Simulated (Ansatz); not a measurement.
# BClO (SMILES O=BCl): functionals against CCSD(T) at one geometry

The task here is to estimate one member of a computed series from the others.

The runs use Ansatz 0.2.0, Gaussian basis; single points in def2-TZVPP.

Cores are frozen in the correlated methods.

## The system as given

SMILES `O=BCl`, 3 atoms, charge 0, spin multiplicity 1.

Atoms are counted from 1 here; the program's logs count them from 0.

Bond lengths: O1–B2 1.217 Å, B2–Cl3 1.706 Å. Angles: O1–B2–Cl3 176.7°.

Geometry (Å):

```mol
BClO
  3D, bonds by distance, orders not assigned

  3  2  0  0  0  0  0  0  0  0999 V2000
    1.0789    0.6094    0.6479 O   0  0
    0.1450    0.0886    0.0666 B   0  0
   -1.1275   -0.7279   -0.7231 Cl  0  0
  1  2  8  0
  2  3  8  0
M  END
```

The first run:

Contents of run/in.yaml:

```yaml
crystal:
  periodic: [false, false, false]
  atoms:
    - {symbol: O, position_ang: [1.078900, 0.609400, 0.647900]}
    - {symbol: B, position_ang: [0.145000, 0.088600, 0.066600]}
    - {symbol: Cl, position_ang: [-1.127500, -0.727900, -0.723100]}
basis:
  gaussian: {orbitals: def2-TZVPP}
correlation: {method: ccsd_t}
output: {forces: true}
```

No record of the launch command was kept for these runs.

Steps of the session up to this table: CCSD(T)/def2-TZVPP; PBE0-D4/def2-TZVPP; wB97M-V/def2-TZVPP; r2SCAN-D4/def2-TZVPP; PBE-D4/def2-TZVPP; BLYP-D4/def2-TZVPP; r2SCAN0-D4/def2-TZVPP.

One table of the session follows, with a row left open; its other results are not shown here.

| method | RMS force component (eV/Å) | angle to CCSD(T) forces (°) | dipole (D) |
| --- | --- | --- | --- |
| CCSD(T) | 0.199 | reference | 2.63 |
| PBE0-D4 | 0.507 | 33.6 | 2.76 |
| wB97M-V | 0.502 | 43.0 | 2.78 |
| r2SCAN-D4 | 0.360 | 13.6 | 2.72 |
| PBE-D4 | ? | ? | ? |
| BLYP-D4 | 0.156 | 40.9 | 2.65 |
| r2SCAN0-D4 | 0.674 | 38.7 | 2.84 |

Q: Estimate the row for PBE-D4 from the others.

The run gave: RMS force component (eV/Å): 0.247; angle to CCSD(T) forces (°): 47.4; dipole (D): 2.62. In the column «RMS force component (eV/Å)» it lies between CCSD(T) (0.199) and r2SCAN-D4 (0.360).
